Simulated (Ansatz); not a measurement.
# CH₂Al (quartet): from Hartree-Fock to the top rungs at a displaced geometry (v2), cc-pVDZ

The task here is to estimate one member of a computed series from the others.

Program: Ansatz 0.2.0, Gaussian basis. Level of theory: cc-pVDZ, core rule «outside noble gas», up to 6 orbitals frozen. These are calculated values, not measurements.

To be run: UHF; CCSD(T) on ROHF; CCSD(T) on UHF; BCCD(T) on ROHF; CISD; CCSDT(Q) on ROHF; CCSDT(Q) on UHF; CASSCF and MRCISD+Q, 9 electrons in 10 orbitals; CASSCF and NEVPT2, 9 electrons in 10 orbitals.

30 further runs of the same task are left out: 2 for a known fault of the program, 13 that didn't finish, 15 set aside as unsound or not needed.

## The geometry

The geometry is a PBE0/def2-TZVP stationary point (not a proven minimum) with its atoms shifted at random (size 0.100 Å).

4 atoms, charge 0, spin multiplicity 4.

Atoms are counted from 1 here; the program's logs count them from 0.

Bond lengths: Al1–C2 1.920 Å, Al1–H3 1.563 Å, Al1–H4 1.661 Å. Angles: C2–Al1–H3 117.5°, C2–Al1–H4 117.2°, H3–Al1–H4 124.6°.

The first run:

File in.yaml:

```yaml
crystal:
  periodic: [false, false, false]
  atoms:
    - {symbol: Al, position_ang: [0.050585, 0.000088, 0.523624]}
    - {symbol: C, position_ang: [-0.114289, 0.008462, -1.389645]}
    - {symbol: H, position_ang: [-0.037669, 1.375036, 1.262013]}
    - {symbol: H, position_ang: [0.045440, -1.478229, 1.280226]}
basis:
  gaussian: {orbitals: cc-pVDZ}
magnetization: {spin_polarized: true, initial_magnetization: 3}
hamiltonian: {xc: hf}
output: {orbitals: {seedname: orbitals}}
```

The run is started by

```bash
ansatz run in.yaml --threads 1 --pin off --events-out ev --progress --plain --max-ram 2393MiB
```

Among the steps run: UHF; CCSD(T) on ROHF; CCSD(T) on UHF; BCCD(T) on ROHF; CISD; CCSDT(Q) on ROHF; CCSDT(Q) on UHF; CASSCF and MRCISD+Q, 9 electrons in 10 orbitals; CASSCF and NEVPT2, 9 electrons in 10 orbitals.

One of the session's tables, all rows but one given; the rest of the session is left out.

```
          method  from UCCSDT(Q) (kJ/mol)
            ROHF                        ?
             UHF                   +422.3
            RMP2                   +101.1
            UMP2                   +100.4
            CISD                    +31.7
           RCCSD                    +11.1
           UCCSD                    +11.0
        RCCSD(T)                     +2.9
        UCCSD(T)                     +2.8
         BCCD(T)                     +2.8
          RCCSDT                     +0.5
          UCCSDT                     +0.4
       RCCSDT(Q)                     +0.1
       UCCSDT(Q)                        0
  CASSCF valence                   +285.3
  NEVPT2 valence                    +80.2
  MRCISD valence                    +17.3
MRCISD+Q valence                     +2.6
```

**Question.** Estimate the row for ROHF.

As computed: from UCCSDT(Q) (kJ/mol): +426.5. In the column «from UCCSDT(Q) (kJ/mol)» it is the highest.

To keep in mind: Restricted and unrestricted rows rest on different reference determinants; where their highest levels disagree by more than a few hundredths of an eV, they describe different states and don't form one ladder.
